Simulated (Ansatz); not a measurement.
Fluorite CeO2, treated with rVV10 (plane waves, PAW; Ansatz, a program for electronic structure).

Settings: plane-wave cutoff 520 eV, 12×12×12 k mesh, Fermi–Dirac smearing 0.01 eV, no spin polarisation, scalar-relativistic PAW data made under PBE.

Energies at three volumes about the minimum:

```
V (Å³/atom)  E − E_lowest (meV/atom)
-----------  -----------------------
13.570                          3.12
13.847                          0.00
14.124                          2.92
```

Fit a parabola by hand: where is the minimum, what lattice constant follows, and what is the bulk modulus?

Slopes: (0.00 − 3.12)/(13.847 − 13.570) = -11.264 and (2.92 − 0.00)/(14.124 − 13.847) = 10.542 meV/Å³. Curvature E″ = 2 × (10.542 − (-11.264))/(14.124 − 13.570) = 78.722 meV/Å⁶. From the middle of the first interval, the slope vanishes at V0 = 13.7085 − (-11.264)/78.722 = 13.852 Å³/atom. B = V0 E″ = 13.852 × 78.722 meV/Å³ × 0.1602 GPa per meV/Å³ = 175 GPa. With 12 atoms in the cube, a = (12 × 13.852)^(1/3) = 5.498 Å. The full Birch–Murnaghan fit to all volumes gives V0 = 13.846 Å³/atom and B0 = 175 GPa.

Measured, for comparison: bulk modulus 220 ± 9 GPa (room temperature, no zero-point or thermal correction, our sources range from 220 to 230; as tabulated in High Pressure Brillouin Spectroscopy and X-ray Diffraction of Cerium Dioxide …); lattice constant a 5.391 Å (0 K, extrapolated to 0 K; as tabulated in Stimac et al. (2024), arXiv:2411.06536). Computed (rounded) less measured: bulk modulus -20 % (-20 % to -24 % over the range).
